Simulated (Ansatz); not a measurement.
hcp Be was calculated with r²SCAN (PAW; Ansatz, a first-principles code).

Settings: plane-wave cutoff 600 eV, 24×24×12 k mesh (along the axes of the cell as run), Fermi–Dirac smearing 0.1 eV, finite displacements, scalar-relativistic PAW data made under PBE.

Computed at the level's own relaxed cell.

Space group P6₃/mmc (No. 194); a = 2.2635 Å, b = 2.2635 Å, c = 3.5643 Å, α = 90.00°, β = 90.00°, γ = 120.00°

```json
[
 {"atom": "Be", "site": "2c", "symmetry": "-6m2", "x": "0.3333", "y": "0.6667", "z": "0.2500"}
]
```

Harmonic phonon frequencies (cm⁻¹; i marks an imaginary mode):

```
q point              frequencies
-------  -----------------------
Γ                              …
M        412 442 594 602 619 626
A                              …
L                              …
```

Task: What belongs in the gaps?

Result: 
- Γ, frequencies: 0 0 0 471 471 712
- A, frequencies: 367 367 367 367 515 515
- L, frequencies: 506 506 530 530 672 672

No imaginary mode appears at these points.
